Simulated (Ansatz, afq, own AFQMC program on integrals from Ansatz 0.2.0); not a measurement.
# BH3Cl (doublet): quantum Monte Carlo beside coupled cluster at distance Cl1–H2 along a hydrogen transfer = 1.413 Å, cc-pVTZ

Aim: compute BH3Cl (doublet) with auxiliary-field quantum Monte Carlo on the same integrals as coupled cluster, and set the energies side by side.

Computed with Ansatz 0.2.0, Gaussian basis, and an in-house AFQMC program (afq) on its integrals; all values are calculated. Level: cc-pVTZ, frozen cores.

The runs, in order: PBE (unrestricted); r2SCAN (unrestricted); CCSD(T) on UHF; PBE0 (unrestricted); B3LYP (unrestricted); wB97M-V (unrestricted); B2PLYP (unrestricted); Phaseless AFQMC, CISD trial on UHF.

## (1) The geometry

The geometry derives from fragments relaxed apart (PBE0/def2-TZVP) and kept rigid, so it is no stationary point. A hydrogen atom is moved between rigid fragments.

5 atoms, charge 0, spin multiplicity 2.

Atoms are counted from 1 here; the program's logs count them from 0.

Bond lengths: Cl1–H2 1.413 Å, H2–B3 1.350 Å, B3–H4 1.191 Å, B3–H5 1.191 Å. Angles: Cl1–H2–B3 180.0°, H2–B3–H4 115.3°, H2–B3–H5 115.3°, H4–B3–H5 129.4°.

As a file:

```xyz
5
BClH3
Cl   -0.76877    0.00000    0.00000
H     0.64423    0.00000    0.00000
B     1.99423    0.00000    0.00000
H     2.50330    0.00000    1.07701
H     2.50330    0.00000   -1.07701
```

## (2) PBE (unrestricted)

The input, in.yaml:

```yaml
crystal:
  periodic: [false, false, false]
  atoms:
    - {symbol: Cl, position_ang: [-0.768772, 0.000000, 0.000000]}
    - {symbol: H, position_ang: [0.644228, 0.000000, 0.000000]}
    - {symbol: B, position_ang: [1.994228, 0.000000, 0.000000]}
    - {symbol: H, position_ang: [2.503301, 0.000000, 1.077008]}
    - {symbol: H, position_ang: [2.503301, 0.000000, -1.077008]}
basis:
  gaussian: {orbitals: cc-pVTZ}
magnetization: {spin_polarized: true, initial_magnetization: 1}
hamiltonian: {xc: {name: PBE}}
output: {orbitals: {seedname: orbitals}}
```

Command:

```
$ ansatz run in.yaml --threads 1 --pin off --events-out ev --progress --plain --max-ram 5632MiB --backend cpu
```

Output:

```text
Functional definition: PBE
  name "PBE"
  cite "Perdew, Burke & Ernzerhof, Phys. Rev. Lett. 77, 3865 (1996) doi:10.1103/PhysRevLett.77.3865"
  parent pbe
  parameter kappa = 0.804
  parameter beta = 0.06672455060314922
  exchange = pbe_x(kappa = kappa, mu = beta*pi^2/3)
  correlation = pbe_c(beta = beta)
665 factors; their error is unknown
mean field evaluation 1: about -13237.7612 eV, gradient 1.4e1 eV
mean field evaluation 2: about -13237.6570 eV, gradient 1.4e1 eV
mean field evaluation 4: about -13239.1016 eV, gradient 1.1e0 eV
mean field evaluation 8: about -13239.1074 eV, gradient 1.8e-2 eV
mean field evaluation 16: about -13239.0864 eV, gradient 1.2e-5 eV
mean field evaluation 32: about -13239.0864 eV, gradient 1.2e-5 eV
mean field -13239.08643849 eV, -486.5274528393 hartree, gradient 1.2e-5 eV, S^2 0.752632; 3 other end points of the search recorded, 0 dependent functions left out
reference -13239.08647386 eV, -486.5274541393 hartree; 13, 12 occupied and 93, 94 virtual orbitals, 665 factors
Total energy: -13239.08647386 eV, -486.5274541393 hartree
```

Wall time 3 s (1 thread of AMD EPYC 7R13 (Zen 3), shared host); peak memory 1.9 GiB.

From the report: ⟨S²⟩ of the determinant 0.753 (pure doublet: 0.75).

## (3) r2SCAN (unrestricted)

in.yaml: that of step 2 with these lines changed.

```diff
@@ -11,3 +11,2 @@
 magnetization: {spin_polarized: true, initial_magnetization: 1}
-hamiltonian: {xc: {name: PBE}}
-output: {orbitals: {seedname: orbitals}}
+hamiltonian: {xc: {name: r2SCAN}}
```

Launched as before.

Output:

```text
Functional definition: r2SCAN
  name "r2SCAN"
  cite "Furness, Kaplan, Ning, Perdew & Sun, J. Phys. Chem. Lett. 11, 8208 (2020) doi:10.1021/acs.jpclett.0c02405"
  cite "Furness, Kaplan, Ning, Perdew & Sun, J. Phys. Chem. Lett. 11, 9248 (2020) doi:10.1021/acs.jpclett.0c03077"
  parent r2scan
  parameter k0 = 0.174
  parameter k1 = 0.065
  parameter a1 = 4.9479
  exchange = r2scan_x(k0 = k0, k1 = k1, a1 = a1)
  correlation = r2scan_c
665 factors; their error is unknown
mean field evaluation 1: about -13243.3291 eV, gradient 1.1e1 eV
mean field evaluation 2: about -13243.5679 eV, gradient 9.9e0 eV
mean field evaluation 4: about -13244.2340 eV, gradient 8.4e-1 eV
mean field evaluation 8: about -13244.2384 eV, gradient 1.7e-2 eV
mean field evaluation 16: about -13244.2167 eV, gradient 5.9e-5 eV
mean field -13244.21674186 eV, -486.7159880109 hartree, gradient 5.9e-5 eV, S^2 0.755656; 0 other end points of the search recorded, 0 dependent functions left out
reference -13244.21675316 eV, -486.7159884262 hartree; 13, 12 occupied and 93, 94 virtual orbitals, 665 factors
Total energy: -13244.21675316 eV, -486.7159884262 hartree
```

Run time: 3.1 s. Hardware: 1 thread of AMD EPYC 7R13 (Zen 3), shared host; peak memory 1.9 GiB.

From the report: ⟨S²⟩ of the determinant 0.756 (pure doublet: 0.75).

## (4) CCSD(T) on UHF

in.yaml: that of step 3 with these lines changed.

```diff
@@ -11,2 +11,2 @@
 magnetization: {spin_polarized: true, initial_magnetization: 1}
-hamiltonian: {xc: {name: r2SCAN}}
+correlation: {method: ccsd_t, electrons: outside_noble_gas, hamiltonian_folder: ham}
```

Command:

```
$ ansatz run in.yaml --threads 1 --pin off --events-out ev --progress --plain --max-ram 16896MiB --backend cuda --devices 0, --max-vram 18GiB
```

Output, shortened:

```text
Functional definition: HF
  name "HF"
  cite "Fock, Z. Phys. 61, 126 (1930) doi:10.1007/BF01340294"
  parent pbe
[...]
600 factors; integrals over basis functions are off by at most 1.3e-3 eV
[...]
mean field -13220.68427849 eV, -485.8511859327 hartree, gradient 4.7e-6 eV, S^2 0.773218; 3 other end points of the search recorded, 0 dependent functions left out
determinant -13220.68427849 eV, -485.8511859327 hartree, with singles and doubles -13229.95256050 eV, -486.1917890144 hartree
determinant -13218.40829426 eV, -485.7675450549 hartree, with singles and doubles -13227.96522897 eV, -486.1187559278 hartree
determinant -13217.57444393 eV, -485.7369016205 hartree, with singles and doubles -13226.81101994 eV, -486.0763395283 hartree
determinant -13217.53169542 eV, -485.7353306420 hartree, with singles and doubles -13226.76411620 eV, -486.0746158475 hartree
6 core orbitals not correlated: weight in the atoms' cores, before any rotation towards them, 1.000 or more for the frozen orbitals, at most 0.000 for the correlated occupied ones
reference -13220.68427849 eV, -485.8511859327 hartree; 7, 6 occupied and 93, 94 virtual orbitals, 600 factors
second order -8.12738654 eV of doubles, -0.00000000 eV of singles
cycle   1  -9.15099455 eV  change   -4.6e-1 eV  update   1.7e-2
[...]
cycle   9  -9.16347642 eV  change    1.9e-6 eV  update   6.6e-6
perturbative correction -0.31407151 eV, -0.0115419151 hartree
Total energy: -13230.16182642 eV, -486.1994793951 hartree
```

Run time: 6.5 s. Hardware: 1 × NVIDIA H100 80GB HBM3 with 1 thread of AMD EPYC 7R13 (Zen 3), shared host; peak host memory 1.9 GiB.

From the report: ⟨S²⟩ of the determinant 0.773 (pure doublet: 0.75); correlation -9.4775 eV; T1 0.012; largest double amplitude 0.04.

This run also writes the integrals to the folder ham.

## (5) PBE0 (unrestricted)

in.yaml: that of step 4 with these lines changed.

```diff
@@ -11,2 +11,3 @@
 magnetization: {spin_polarized: true, initial_magnetization: 1}
-correlation: {method: ccsd_t, electrons: outside_noble_gas, hamiltonian_folder: ham}
+hamiltonian: {xc: {name: PBE0}}
+output: {orbitals: {seedname: orbitals}}
```

Command:

```
$ ansatz run in.yaml --threads 1 --pin off --events-out ev --progress --plain --max-ram 5632MiB --backend cpu
```

Output:

```text
Functional definition: PBE0
  name "PBE0"
  cite "Adamo & Barone, J. Chem. Phys. 110, 6158 (1999) doi:10.1063/1.478522"
  cite "Perdew, Burke & Ernzerhof, Phys. Rev. Lett. 77, 3865 (1996) doi:10.1103/PhysRevLett.77.3865"
  parent pbe
  parameter a = 0.25
  parameter kappa = 0.804
  parameter beta = 0.06672455060314922
  exchange = (1 - a)*pbe_x(kappa = kappa, mu = beta*pi^2/3) + a*exact_x
  correlation = pbe_c(beta = beta)
691 factors; their error is unknown
mean field evaluation 1: about -13239.7830 eV, gradient 8.6e0 eV
mean field evaluation 2: about -13240.1315 eV, gradient 5.0e0 eV
mean field evaluation 4: about -13240.2700 eV, gradient 5.6e-1 eV
mean field evaluation 8: about -13240.3410 eV, gradient 2.4e-1 eV
mean field evaluation 16: about -13240.3411 eV, gradient 2.2e-5 eV
mean field -13240.34110350 eV, -486.5735609280 hartree, gradient 2.2e-5 eV, S^2 0.755260; 0 other end points of the search recorded, 0 dependent functions left out
reference -13240.34113000 eV, -486.5735619021 hartree; 13, 12 occupied and 93, 94 virtual orbitals, 691 factors
Total energy: -13240.34113000 eV, -486.5735619021 hartree
```

It took 1.8 s on 1 thread of AMD EPYC 7R13 (Zen 3), shared host; peak memory 1.9 GiB.

From the report: ⟨S²⟩ of the determinant 0.755 (pure doublet: 0.75).

## (6) B3LYP (unrestricted)

in.yaml: that of step 5 with these lines changed.

```diff
@@ -11,3 +11,2 @@
 magnetization: {spin_polarized: true, initial_magnetization: 1}
-hamiltonian: {xc: {name: PBE0}}
-output: {orbitals: {seedname: orbitals}}
+hamiltonian: {xc: {name: B3LYP}}
```

Same command.

Output, shortened:

```text
Functional definition: B3LYP
  name "B3LYP"
  cite "Stephens, Devlin, Chabalowski & Frisch, J. Phys. Chem. 98, 11623 (1994) doi:10.1021/j100096a001"
  cite "Becke, Phys. Rev. A 38, 3098 (1988) doi:10.1103/PhysRevA.38.3098"
  cite "Lee, Yang & Parr, Phys. Rev. B 37, 785 (1988) doi:10.1103/PhysRevB.37.785"
  cite "Vosko, Wilk & Nusair, Can. J. Phys. 58, 1200 (1980) doi:10.1139/p80-159"
[...]
680 factors; their error is unknown
[...]
mean field -13246.38390530 eV, -486.7956297981 hartree, gradient 1.7e-5 eV, S^2 0.754020; 0 other end points of the search recorded, 0 dependent functions left out
reference -13246.38413090 eV, -486.7956380891 hartree; 13, 12 occupied and 93, 94 virtual orbitals, 680 factors
Total energy: -13246.38413090 eV, -486.7956380891 hartree
```

Run time: 1.7 s. Hardware: 1 thread of AMD EPYC 7R13 (Zen 3), shared host; peak memory 1.9 GiB.

From the report: ⟨S²⟩ of the determinant 0.754 (pure doublet: 0.75).

## (7) wB97M-V (unrestricted)

in.yaml: that of step 6 with these lines changed.

```diff
@@ -11,2 +11,3 @@
 magnetization: {spin_polarized: true, initial_magnetization: 1}
-hamiltonian: {xc: {name: B3LYP}}
+hamiltonian: {xc: {name: wB97M-V}}
+output: {orbitals: {seedname: orbitals}}
```

The command is unchanged.

Output, shortened:

```text
Functional definition: wB97M-V
  name "wB97M-V"
  cite "Mardirossian & Head-Gordon, J. Chem. Phys. 144, 214110 (2016) doi:10.1063/1.4952647"
  cite "Becke, J. Chem. Phys. 107, 8554 (1997) doi:10.1063/1.475007"
  cite "Vydrov & Van Voorhis, J. Chem. Phys. 133, 244103 (2010) doi:10.1063/1.3521275"
  # Of w^i u^j: cxij and so on, Table III.
[...]
  gx(w, u) = 1 - cx + cx01*u + cx10*w
  gss(w, u) = css00 + css04*u^4 + css10*w + css20*w^2 + css43*w^4*u^3
  gos(w, u) = cos00 + cos10*w + (cos20 + cos21*u)*w^2 + (cos60 + cos61*u)*w^6
[...]
      + integral(e_c_pw_mod_opposite_spin*gos(b97_w_opposite, b97_u_opposite)) + vv10(b, c)
668 factors; their error is unknown
142 factors; integrals over basis functions are off by at most 6.6e-5 eV
[...]
mean field -13244.08780868 eV, -486.7112498039 hartree, gradient 1.3e-5 eV, S^2 0.753337; 0 other end points of the search recorded, 0 dependent functions left out
reference -13244.08784763 eV, -486.7112512351 hartree; 13, 12 occupied and 93, 94 virtual orbitals, 668 factors
Total energy: -13244.08784763 eV, -486.7112512351 hartree
```

Run time: 6 s. Hardware: 1 thread of AMD EPYC 7R13 (Zen 3), shared host; peak memory 1.9 GiB.

From the report: ⟨S²⟩ of the determinant 0.753 (pure doublet: 0.75).

## (8) B2PLYP (unrestricted)

in.yaml: that of step 7 with these lines changed.

```diff
@@ -11,3 +11,3 @@
 magnetization: {spin_polarized: true, initial_magnetization: 1}
-hamiltonian: {xc: {name: wB97M-V}}
-output: {orbitals: {seedname: orbitals}}
+hamiltonian: {xc: {name: B2PLYP}}
+correlation: {electrons: outside_noble_gas}
```

Launched as before.

Output, shortened:

```text
Functional definition: B2PLYP
  name "B2PLYP"
  cite "Grimme, J. Chem. Phys. 124, 034108 (2006) doi:10.1063/1.2148954"
  cite "Becke, Phys. Rev. A 38, 3098 (1988) doi:10.1103/PhysRevA.38.3098"
  cite "Lee, Yang & Parr, Phys. Rev. B 37, 785 (1988) doi:10.1103/PhysRevB.37.785"
[...]
600 factors; integrals over basis functions are off by at most 1.3e-3 eV
[...]
mean field -13238.51228973 eV, -486.5063532618 hartree, gradient 1.0e-5 eV, S^2 0.759830; 0 other end points of the search recorded, 0 dependent functions left out
6 core orbitals not correlated: weight in the atoms' cores, before any rotation towards them, 1.000 or more for the frozen orbitals, at most 0.000 for the correlated occupied ones
reference -13238.51243275 eV, -486.5063585174 hartree; 7, 6 occupied and 93, 94 virtual orbitals, 600 factors
second order -9.92033133 eV of doubles, -0.00000000 eV of singles
Total energy: -13241.19092221 eV, -486.6047911895 hartree
```

Wall time 2.2 s (1 thread of AMD EPYC 7R13 (Zen 3), shared host); peak memory 1.9 GiB.

From the report: ⟨S²⟩ of the determinant 0.760 (pure doublet: 0.75).

## (9) Phaseless AFQMC, CISD trial on UHF

It reads the integrals that the CCSD(T) run on this determinant wrote.

Command:

```
$ afq ham --method phaseless --trial cisd --walkers 900 --populations 20 --least-time 60 --time-step 0.005 --steps-per-block 50 --equilibration-blocks 28 --max-blocks 4000 --target-error 0.00021 --factor-cut 1e-05 --start spin_pure --seed 6641 --release-times 0.24,0.51,0.99,1.62,2.4 --release-step 0.03 --release-every 3 --taylor-order 6
```

Output:

```text
orbitals 100  electrons 7 6  factors 594 of 600
reference energy -485.85118593 Eh
CCSD correlation -0.33675155 Eh in 11 cycles, weight of the determinant in the CISD state 0.8715
energy of the start -486.186724 Eh
 block  time / (1/Eh)  mean weight  energy / Eh
     1     0.250  0.9993  -486.182609
     2     0.500  1.0002  -486.186919
     3     0.750  0.9998  -486.191621
     4     1.000  0.9998  -486.192962
     5     1.250  1.0000  -486.194901
     6     1.500  0.9995  -486.197586
     7     1.750  0.9998  -486.197401
     8     2.000  0.9995  -486.198485
     9     2.250  1.0002  -486.200077
    10     2.500  1.0003  -486.199109
    13     3.250  0.9993  -486.198142
    16     4.000  0.9999  -486.199789
    19     4.750  0.9995  -486.200957
    22     5.500  0.9997  -486.200159
    25     6.250  0.9998  -486.201243
    28     7.000  0.9997  -486.200482
    31     7.750  1.0004  -486.200267
    34     8.500  0.9998  -486.201380
    37     9.250  1.0005  -486.199457
    40    10.000  0.9997  -486.203030
    43    10.750  0.9999  -486.199674
    46    11.500  1.0006  -486.200933
    49    12.250  0.9994  -486.200872
    52    13.000  1.0005  -486.200187
    55    13.750  1.0006  -486.200236
    58    14.500  1.0003  -486.200611
    61    15.250  1.0003  -486.201118
    64    16.000  1.0003  -486.200434
    67    16.750  0.9994  -486.198738
    70    17.500  1.0003  -486.200604
    73    18.250  0.9992  -486.201053
    76    19.000  1.0004  -486.201734
    79    19.750  1.0000  -486.203356
    82    20.500  0.9995  -486.202162
    85    21.250  0.9982  -486.200389
    88    22.000  0.9997  -486.202082
    91    22.750  0.9998  -486.201559
    94    23.500  0.9992  -486.201030
    97    24.250  0.9996  -486.200385
   100    25.000  1.0001  -486.202078
   103    25.750  1.0000  -486.201778
   106    26.500  1.0003  -486.199076
   109    27.250  0.9986  -486.200204
   112    28.000  1.0002  -486.200084
   115    28.750  1.0001  -486.198612
   118    29.500  0.9999  -486.202905
   121    30.250  1.0000  -486.200321
   124    31.000  0.9995  -486.199962
   127    31.750  0.9998  -486.199944
error from the spread of 20 populations
released: time / (1/Eh)  energy / Eh  error  mean overlap
  0.24  -486.201071  0.000175  0.9948
  0.51  -486.201004  0.000202  0.9964
  0.99  -486.201160  0.000166  0.9861
  1.62  -486.200857  0.000196  0.9844
  2.40  -486.201401  0.000402  0.9895
energy -486.200918 +/- 0.000204 Eh
```

Wall time 2.3 min (1 × NVIDIA H100 80GB HBM3 with 2 threads of AMD EPYC 7R13 (Zen 3), shared host); peak host memory 1.9 GiB.

Energy -13230.2010 ± 0.0055 eV. Caveats: constraint bias not in the error.

## (10) AFQMC on the ladder

On the UHF determinant, counted from CCSD(T) (a yardstick, not exact):

```
                                               level  energy (eV)  from CCSD(T) (kcal/mol)  statistical error (kcal/mol)     time
                                                  HF  -13220.6843                  +218.56                                       
                                                 MP2  -13228.8117                   +31.14                                       
                                                CCSD  -13229.8478                    +7.24                                       
                                             CCSD(T)  -13230.1618                     0.00                                       
Phaseless AFQMC, CISD trial, step 0.005, 900 walkers  -13230.2010                    -0.90                          0.13  2.3 min
```

The functionals' totals stand on their own zeros and serve differences with other points: PBE -13239.086 eV; r2SCAN -13244.217 eV; PBE0 -13240.341 eV; B3LYP -13246.384 eV; wB97M-V -13244.088 eV; B2PLYP -13241.191 eV.

## (11) Outcome

| quantity | value |
| --- | --- |
| Phaseless AFQMC, CISD trial on UHF from CCSD(T) | -0.90 ± 0.13 kcal/mol |

**Reading.** On UHF the phaseless walk with the CISD trial lies -0.90 kcal/mol from CCSD(T), 7 times its error bar. Error bars are statistical and leave out the constraint, the time step and what remains of the start.
